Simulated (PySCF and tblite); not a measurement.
Values are calculated unless marked as measured or tabulated.
System: C₅H₇ (charge -1), numbered as in [CH2:1]=[CH:2]/[CH:3]=[CH:4]/[CH2-:5].

For the rotation about the C2–C3 bond (torsion C1–C2–C3–C4 from -180° to 0°, rising): electronic barrier 22.27 kcal/mol, zero-point change -1.75 kcal/mol, thermal and entropy terms at 350 K a further -0.12 kcal/mol (symmetry numbers apart). The minimum is C2v, the saddle C1. Level: PBE0/pcSseg-1 + D3(BJ) on GFN2-xTB stationary points, with GFN2-xTB thermal terms. Rates follow Eyring's equation with the number of equivalent paths and no tunnelling. Programs: tblite and PySCF.

Problem. How many equivalent paths lead out of the minimum?

Solution. 4: the symmetry number of the minimum is 2, that of the saddle displaced along its mode 1, and the displaced saddle is chiral while the minimum is not, which doubles the count.

Problem. Work out the rate at 350 K.

Solution. ΔG‡ = 20.40 kcal/mol; k_B T/h = 7.3×10¹² s⁻¹; exp(−ΔG‡/RT) = 1.8×10⁻¹³; times 4 gives k = 5.4 s⁻¹.

The ion is treated without a counter-ion.
